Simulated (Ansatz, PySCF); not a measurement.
Process, species as SMILES: B(Cl)(Cl)Cl → ClB(Cl)Cl as doublet, charge -1 (an electron is taken up)

Wanted: adiabatic electron affinity (0 K, with zero-point energies), in eV. Positive where the reaction releases energy. Conventions: dispersion terms only where a functional's name holds one; UHF or UKS for open shells; non-relativistic; no spin-orbit coupling. First-principles rows: single points at B3LYP-D3(BJ) geometries (Ansatz, a program for electronic structure), with unscaled harmonic terms from B3LYP/6-31G* (Ansatz) at its own minima. Anions need diffuse functions, which STO-3G, LANL2DZ, def2-SVP, cc-pVDZ and Pople sets without + lack. The spin state of an ion or metal species was assumed, not searched.

```json
[
 {"species": "ClB(Cl)Cl", "coefficient": "+1", "E at HF/STO-3G (Ansatz), Eh": "-1388.22870", "E at M06-2X/def2-TZVPD (PySCF), Eh": "-1405.57102", "zero-point energy, kcal/mol": "4.80"},
 {"species": "ClB(Cl)Cl as doublet, charge -1", "coefficient": "-1", "E at HF/STO-3G (Ansatz), Eh": "-1388.16347", "E at M06-2X/def2-TZVPD (PySCF), Eh": "-1405.59165", "zero-point energy, kcal/mol": "3.66"}
]
```

 1 Eh = 27.2114 eV and 1 eV = 23.0605 kcal/mol.

Compute it at each level from the table.


- HF/STO-3G: the sum of coefficient times E is -0.06523 Eh, or -1.775 eV; the thermal terms add 0.049. Result: -1.73 eV.
- M06-2X/def2-TZVPD: the sum of coefficient times E is 0.02063 Eh, or 0.561 eV; the thermal terms add 0.049. Result: 0.61 eV.
